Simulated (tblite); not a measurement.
Species: C₃H₄NS (doublet state).
Geometry (GFN2-xTB, Å), atoms numbered from 1 in this order:
```xyz
9
C3H4NS angstrom
C     -1.1392    0.0033    0.0704
C      0.2126    0.4168   -0.3690
S      0.4967    1.5932   -1.4409
C      1.3436   -0.3637    0.2306
N      1.1989   -1.4837    0.7023
H     -1.9083    0.3938   -0.5908
H     -1.1815   -1.0849    0.1299
H     -1.3159    0.3797    1.0801
H      2.3067    0.1514    0.1622
```

Method: GFN2-xTB as coded in tblite; computed harmonic values from a numerical Hessian at the method's own geometry, unscaled. The method is semi-empirical: single wavenumbers can be off by several per cent or more. One conformer, not necessarily the lowest. Open shells enter through the occupations alone, without spin polarisation, and single modes of such species can be off by tens of per cent.

Harmonic wavenumbers (cm⁻¹): 64.5, 104.2, 255.7, 330.9, 363.8, 481.4, 751.0, 801.5, 924.9, 964.2, 1113.6, 1176.6, 1266.8, 1367.7, 1414.3, 1440.3, 1768.2, 2848.5, 2979.6, 3005.6, 3050.8.

A = 7933, B = 2968, C = 2209 MHz; mass 86.006 u (most abundant isotopes); point group C1, symmetry number 1; spin multiplicity 2.

**Question.** Zero-point energy?

**Answer.** Half the sum of the wavenumbers: 13237 cm⁻¹ = 158.35 kJ/mol.

**Question.** Entropy at 298.15 K, 1 bar (ideal gas, RRHO, classical rotation)?

**Answer.** Translation 164.41, rotation 109.74, vibration 55.78, spin (R ln 2) 5.76: S = 335.7 J/(mol K).

**Question.** And Cp and H(298.15 K) − H(0)?

**Answer.** Cp = 89.26 J/(mol K), of which vibrations give 56.00 (their classical limit is 21 R = 174.6); H(298.15 K) − H(0) = 18.63 kJ/mol without the zero-point energy, 8.71 from vibrations.

**Question.** What must be added to the electronic energy to get the Gibbs energy at 298.15 K and 1 bar?

**Answer.** ZPE + [H(298.15 K) − H(0)] − T·S = 158.35 + 18.63 − 100.09 = 76.89 kJ/mol.

**Question.** Blend soft modes into free rotors: weight 1/[1 + (100 cm⁻¹/ν̃)⁴] for the oscillator and the rest for a rotor with moment μB/(μ + B), μ = h/(8π²ν), B = 10⁻⁴⁴ kg m². What vibrational entropy results?

**Answer.** 51.10 J/(mol K) in place of 55.78, which changes −T·S at 298.15 K by +1.39 kJ/mol.

**Question.** How do the functions run with temperature in this model?

**Answer.** 
| T (K) | S (J/(mol K)) | Cp (J/(mol K)) | H − H(0) (kJ/mol) | G − H(0) (kJ/mol) | ln q(vib) |
| --- | --- | --- | --- | --- | --- |
| 100 | 260.3 | 54.2 | 4.33 | -21.69 | 0.80 |
| 200 | 303.6 | 72.5 | 10.69 | -50.03 | 2.02 |
| 300 | 336.2 | 89.6 | 18.79 | -82.08 | 3.22 |
| 500 | 389.5 | 120.1 | 39.90 | -154.84 | 5.51 |
| 800 | 453.0 | 150.0 | 80.81 | -281.61 | 8.72 |
| 1000 | 488.0 | 162.9 | 112.17 | -375.79 | 10.69 |

q(vib) and H(0) count from the zero-point level.

Hindered rotation and anharmonicity are outside this model. Other conformers, if any are populated, would add a mixing term that is left out. The structure is chiral; the term R ln 2 for an equal mix with its mirror image is left out.

Hardware: an Arm Neoverse N1 with one thread, on a shared host. The figure is for the frequency step alone.
